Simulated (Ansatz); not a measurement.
**Lithium, bcc: convergence with Gaussian smearing**

Computed with Ansatz, r²SCAN, scalar-relativistic PAW, on the relaxed cell (a = 3.476 Å; spin not included). Errors count from a run at 500 eV on a Γ-centred 21×21×21 mesh with Fermi-Dirac smearing of 0.1 eV, extrapolated to zero width. Fixed here: cutoff 500 eV, mesh 13×13×13. The SCF starts from atomic densities corrected by a trained network.

```csv
width (eV),E(σ→0) error (meV/atom),F error (meV/atom),P (GPa),SCF iterations
0.01,-1.0,-1.0,-0.02,6
0.03,-1.1,-1.1,-0.02,6
0.1,-1.1,-2.1,-0.01,6
0.2,-1.0,-5.2,0.00,6
0.3,-0.9,-10.5,0.02,6
0.6,-0.5,-39.8,0.10,6
1.0,-4.0,-107.9,0.26,6
```
